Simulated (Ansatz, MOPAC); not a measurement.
Molecule: lithium fluoride, LiF, charge 0, multiplicity 1. SMILES: [Li][F]

Atoms: Li1, F2. Bonds: Li1-F2.

Bond lengths (Å) and angles (degrees) optimised at AM1 with MOPAC; MNDO with MOPAC; B3LYP/LANL2DZ with Ansatz (a first-principles code); MP2/6-31G* with Ansatz, each started from the B3LYP-D3(BJ)/def2-TZVP structure (Ansatz) of the last column. A row stands for all coordinates that are equal there. 6-31G* holds six Cartesian d functions.

```csv
coordinate,AM1,MNDO,B3LYP/LANL2DZ,MP2/6-31G*,B3LYP-D3(BJ)/def2-TZVP
Li1-F2,1.562,1.562,1.599,1.570,1.562
```

Mean signed difference of all 1 bond lengths from B3LYP-D3(BJ)/def2-TZVP: AM1 0.001 Å, MNDO 0.000 Å, B3LYP/LANL2DZ 0.038 Å, MP2/6-31G* 0.008 Å.
